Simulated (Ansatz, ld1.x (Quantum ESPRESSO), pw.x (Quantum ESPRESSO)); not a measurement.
Equation-of-state test of one ultrasoft potential (F)

```json
{"Element": "fluorine (F)", "Generator": "ld1.x (Quantum ESPRESSO) 7.5", "Type": "ultrasoft", "Functional": "PBEsol", "Relativity": "scalar-relativistic", "Frozen core": "[He]", "Valence charge": "7", "Reference configuration": "2s2 2p5", "Partial waves": "2s (bound): rcut 0.75, rcutus 0.85 bohr; 2s channel at -0.9 Ry: rcut 0.75, rcutus 0.85 bohr; 2p (bound): rcut 1.60, rcutus 1.90 bohr; 2p channel at 2.6 Ry: rcut 1.60, rcutus 1.90 bohr; 3d channel at 0.3 Ry: rcut 1.40, rcutus 1.85 bohr; 3d channel at 0.7 Ry: rcut 1.40, rcutus 1.85 bohr", "Local potential": "all-electron potential smoothed inside 0.80 bohr (lloc = -1)", "Core correction": "none", "Augmentation charge": "PSQ, radius 0.70 bohr"}
```

Atomic tests: cutoffs needed: 25 Ry and 40 Ry (the cutoffs (Ry, on a coarse ladder) from which the occupation-weighted sum of valence levels, in a spherical-Bessel basis at the reference potential, stays within 10 and 1 mRy of its value at 400 Ry); ghost test: no extra level below or beside the all-electron valence levels (s, p, d, f tested) (spherical-Bessel basis up to 400 Ry, 20 bohr box); largest excitation error: -89 meV (all-electron minus pseudo) for 2s2 2p2, out of 7 test configurations.

Crystal test: fcc F in pw.x 7.5, no spin, 17³ k-points, Fermi–Dirac smearing 0.01 Ry, cutoffs 50/900 Ry. The reference is all-electron LAPW (Ansatz 0.2.0) with the same functional, mesh and smearing; V0 and B0 come from Birch–Murnaghan fits to the pressures at five volumes. Errors are pseudo minus all-electron; Δ is the rms difference of the E(V) curves that follow from these fits, minima aligned, over ±6 % about the mean V0. Mesh and smearing are coarse, so the numbers serve the comparison and aren't converged zero-temperature values; the lattice is a test structure that the element need not adopt.

All-electron: a0 = 3.346 Å (V0 = 9.37 Å³/atom), B0 = 63.0 GPa.

Problem. How far does the potential miss the all-electron equation of state?

Solution. mean pressure error (GPa): -0.42; a0 (Å): 3.339; a0 error (%): -0.22; B0 error (%): +0.4; Δ (meV/atom): 0.9.

| V (Å³/atom) | P all-electron (GPa) | P pseudo (GPa) |
| --- | --- | --- |
| 8.902 | 3.70 | 3.17 |
| 9.136 | 1.68 | 1.21 |
| 9.370 | -0.03 | -0.46 |
| 9.604 | -1.48 | -1.82 |
| 9.838 | -2.69 | -3.00 |

Problem. At the middle volume, how do free energy and pressure move when the wave cutoff is lowered (ecutrho held at 900 Ry)?

Solution.

| cutoff (Ry) | shift of F (meV/atom) | shift of P (GPa) |
| --- | --- | --- |
| 22 | +159.7 | -10.96 |
| 30 | +22.0 | -1.71 |
| 40 | +0.9 | +0.04 |

The 8 pw.x runs together took about 70 s on one core of a shared server CPU.
